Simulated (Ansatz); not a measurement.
**SiH3O (doublet): wave-function methods side by side at distance O1–H3 along a hydrogen transfer = 1.157 Å, cc-pVDZ**

An exercise on one series of results from a longer session: the logs are not shown, and one member is left open.

Computed with Ansatz 0.2.0, Gaussian basis. Level: cc-pVDZ, core rule «outside noble gas», up to 6 orbitals frozen.

The runs, in order: UHF; CCSD(T) on ROHF; CCSD(T) on UHF; BCCD(T) on ROHF; CISD; CCSDT(Q) on ROHF; CCSDT(Q) on UHF; CASSCF and MRCISD+Q, 3 electrons in 3 orbitals; CASSCF and NEVPT2, 3 electrons in 3 orbitals.

8 further runs of the same task are left out: 1 for a mislabelled method, 7 that didn't finish.

## What is computed

The geometry derives from fragments relaxed apart (PBE0/def2-TZVP) and kept rigid, so it is no stationary point. A hydrogen atom is moved between rigid fragments.

5 atoms, charge 0, spin multiplicity 2.

Atoms are counted from 1 here; the program's logs count them from 0.

Bond lengths: O1–H2 0.960 Å, O1–H3 1.157 Å, Si4–H5 1.532 Å. Angles: H2–O1–H3 105.1°.

Geometry (Å):

```xyz
5
H3OSi
O    -1.9362    0.0118    0.0000
H    -2.1855    0.9384    0.0000
H    -0.7792    0.0118    0.0000
Si    1.1538    0.0118    0.0000
H     1.5502   -1.4677    0.0000
```

Set-up of the first run:

The input, in.yaml:

```yaml
crystal:
  periodic: [false, false, false]
  atoms:
    - {symbol: O, position_ang: [-1.936228, 0.011831, 0.000000]}
    - {symbol: H, position_ang: [-2.185537, 0.938406, 0.000000]}
    - {symbol: H, position_ang: [-0.779228, 0.011831, 0.000000]}
    - {symbol: Si, position_ang: [1.153772, 0.011831, 0.000000]}
    - {symbol: H, position_ang: [1.550207, -1.467683, 0.000000]}
basis:
  gaussian: {orbitals: cc-pVDZ}
magnetization: {spin_polarized: true, initial_magnetization: 1}
hamiltonian: {xc: hf}
output: {orbitals: {seedname: orbitals}}
```

The run is started by

```sh
ansatz run in.yaml --threads 1 --pin off --events-out ev --progress --plain --max-ram 2393MiB
```

Among the steps run: UHF; CCSD(T) on ROHF; CCSD(T) on UHF; BCCD(T) on ROHF; CISD; CCSDT(Q) on ROHF; CCSDT(Q) on UHF; CASSCF and MRCISD+Q, 3 electrons in 3 orbitals; CASSCF and NEVPT2, 3 electrons in 3 orbitals.

One of the session's tables, all rows but one given; the rest of the session is left out.

It belongs to the step «Misses and costs». 

```
       method  from UCCSDT(Q) (meV)
         ROHF               +8889.5
          UHF               +8713.4
         RMP2               +1074.0
         UMP2                     ?
         CISD               +1022.2
        RCCSD                +230.8
        UCCSD                +225.0
     RCCSD(T)                 +45.8
     UCCSD(T)                 +46.1
      BCCD(T)                 +46.1
       RCCSDT                 +21.9
       UCCSDT                 +21.4
    RCCSDT(Q)                  +0.8
    UCCSDT(Q)                     0
  CASSCF pair               +8170.8
  MRCISD pair                +885.7
MRCISD+Q pair                +125.3
```

Estimate the missing values for UMP2.

The run gave: from UCCSDT(Q) (meV): +1120.8. In the column «from UCCSDT(Q) (meV)» it lies between RMP2 (+1074.0) and CASSCF pair (+8170.8).

Not comparable, so not listed: CASSCF and NEVPT2, 3 electrons in 3 orbitals (they don't share determinant, frozen orbitals or solution with the rows shown, or repeat one).

Limits of these values: Restricted and unrestricted rows rest on different reference determinants; where their highest levels disagree by more than a few hundredths of an eV, they describe different states and don't form one ladder. Warnings in the runs' records: passed over end.
